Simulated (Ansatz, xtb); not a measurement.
How methods differ on BH2SO (SMILES O[B]S)

BH2SO has 5 atoms, charge 0, and is taken as a doublet. As SMILES, `O[B]S`. The coordinates come from a PBE0-D4/def2-TZVP relaxation. This is a higher conformer, about 7 kJ/mol above the lowest found by a separate search.

Quantity: the vertical energy of the quartet above the doublet, in eV. The values are calculated.

| level | kind | program | value (eV) | CPU time (all runs) |
| --- | --- | --- | --- | --- |
| GFN1-xTB | semi-empirical | xtb | 7.00 | under 2 s |
| UHF/STO-3G | Hartree–Fock | Ansatz | 6.40 | 0.35 s |
| U-revPBE/STO-3G | GGA | Ansatz | 6.61 | 4.9 s |
| U-r2SCAN/STO-3G | meta-GGA | Ansatz | 6.61 | 12 s |
| UPBE0/STO-3G | global hybrid | Ansatz | 6.79 | 3.9 s |
| U-wB97X/STO-3G | range-separated hybrid | Ansatz | 7.12 | 22 s |
| UB2PLYP/STO-3G | double hybrid | Ansatz | 7.00 | 5.1 s |
| RPA@PBE/STO-3G | RPA | Ansatz | 6.49 | 6.3 s |
| UMP2/STO-3G | perturbation theory | Ansatz | 7.08 | 0.47 s |
| UCCSD/STO-3G | coupled cluster or CI | Ansatz | 6.99 | 0.76 s |

The values span 6.40 to 7.12 eV. The xTB rows lack spin polarisation, so open shells miss the exchange term that lowers them. All rows use very small basis sets, so even the best lies far from the true value. Times are those of the runs behind each value, whatever else they computed, on shared processors of several kinds: orders of magnitude only.
